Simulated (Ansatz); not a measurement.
**What each rung costs, and what it gives**

Saddle point of CH10Si2, closed shell (CH₆Si ([CH3][SiH3]) + SiH₄ → Si₂H₆ ([SiH3][SiH3]) + CH₄; bonds formed: Si1–Si7, C2–H6; bonds broken: Si1–C2, H6–Si7), PBE0-D4/def2-TZVP structure:

```xyz
13
angstrom
Si -0.6354 0.6663 0.7500
C 0.6210 -1.0618 1.1678
H -2.0068 0.3966 0.2478
H -0.8180 0.6374 2.2537
H -0.0061 1.9959 0.5324
H 0.3372 -0.4462 0.0095
Si 0.0168 0.3718 -1.8386
H 1.2222 -1.7272 0.5364
H 1.2724 -0.5591 1.8816
H -0.1586 -1.6405 1.6613
H -0.3547 -0.8492 -2.6236
H 1.3998 0.7483 -2.2754
H -0.8896 1.4678 -2.3027
```

Barriers are electronic and count from the start structure reached by relaxing down the imaginary mode.

Program: Ansatz 0.2.0. Basis: as named in each row. Cores are frozen in the correlated methods. B3LYP uses VWN-RPA correlation. Extrapolation: Hartree–Fock as exp(−7.88 √X), correlation as X^−2.97.

Times are rough, for one single point on 4 threads of a shared host (Arm Neoverse V2).

The estimate by CCSD(T) at an estimated basis limit (MP2 extrapolated from triple and quadruple zeta, plus CCSD(T) − MP2 in triple zeta) is 3.558 eV.

```csv
method,basis,time (s),barrier (eV),method less estimate
HF,STO-3G,under 1,7.460,3.903
PBE-D4,STO-3G,under 1,5.203,1.646
SPW92,def2-SVP,under 1,2.768,-0.789
B3LYP-D4,6-31G,under 1,3.895,0.338
PBE-D4,def2-SVP,under 1,3.057,-0.501
PBE0-D4,def2-SVP,under 1,3.316,-0.242
SPW92,def2-TZVPP,under 1,2.700,-0.858
BLYP-D4,def2-TZVPP,2,3.292,-0.265
PBE-D4,def2-TZVPP,2,2.966,-0.592
B3LYP-D4,def2-TZVPP,2,3.474,-0.084
CCSD(T),def2-SVP,2,3.885,0.328
BHLYP-D4,def2-TZVPP,2,3.774,0.217
PBE0-D4,def2-TZVPP,2,3.214,-0.344
CAM-B3LYP-D4,def2-TZVPP,2,3.645,0.088
r2SCAN-D4,def2-TZVPP,3,3.217,-0.340
wB97M-V,def2-SVP,3,3.628,0.071
r2SCAN0-D4,def2-TZVPP,3,3.379,-0.178
RPA on PBE,def2-TZVPP,4,3.601,0.044
B2PLYP,def2-TZVPP,4,3.607,0.049
PBE-QIDH,def2-TZVPP,4,3.474,-0.083
wB97X-V,def2-TZVPP,6,3.602,0.045
B97M-V,def2-TZVPP,6,3.323,-0.234
wB97M-V,def2-TZVPP,6,3.546,-0.012
MP2,def2-QZVPP,16,3.563,0.005
CCSD(T),def2-TZVPP,63,3.602,0.044
```

All methods are single points on the PBE0-D4 structures.

T1 diagnostic: at most 0.012.

Labels in which every atom is bracketed show which atoms are joined, not bond orders.
